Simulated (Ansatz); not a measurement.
Total energies of HLi.

Bond lengths: Li1–H2 1.597 Å.

The species carries charge 0 and has multiplicity 1. Correlated methods include outer-core shells of Li, which these sets cover unevenly. All single points use the PBE0-D4/def2-TZVP geometry. Basis def2-TZVPP, Ansatz 0.2.0.

RPA on PBE orbitals: Hartree–Fock energy of these orbitals -7.98271 Eh, correlation -0.13381 Eh (all electrons outside any core potential correlated).

```tsv
functional	energy without D4 (Eh)	D4 term (kJ/mol)
LDA (SPW92)	-7.91758	–
PBE	-8.04591	-1.1
r2SCAN	-8.06700	-0.2
B97M-V	-8.10838	–
PBE0	-8.05124	-0.9
r2SCANh	-8.06656	-0.2
r2SCAN0	-8.06597	-0.3
HSE06 (plane-wave form)	-8.04982	-0.8
BHLYP	-8.07233	-1.3
CAM-B3LYP	-8.06349	-0.9
ωB97X-V	-8.07019	–
ωB97M-V	-8.06227	–
B2PLYP	-8.06649	–
PBE-QIDH	-8.05509	–
```

**Question.** Give the same for revPBE, BLYP, B3LYP, LC-ωPBE. (An estimate is asked.)

**Answer.** Computed: 
```csv
functional,energy without D4 (Eh),D4 term (kJ/mol)
revPBE,-8.07466,-3.9
BLYP,-8.07185,-2.6
B3LYP,-8.08742,-1.8
LC-ωPBE,-8.06294,–
```

B3LYP takes the VWN-RPA correlation (the form of Gaussian; ORCA's B3LYP/G). HSE06 is the plane-wave form, built on full-range PBE exchange.

LC-ωPBE has ω = 0.4 bohr⁻¹.
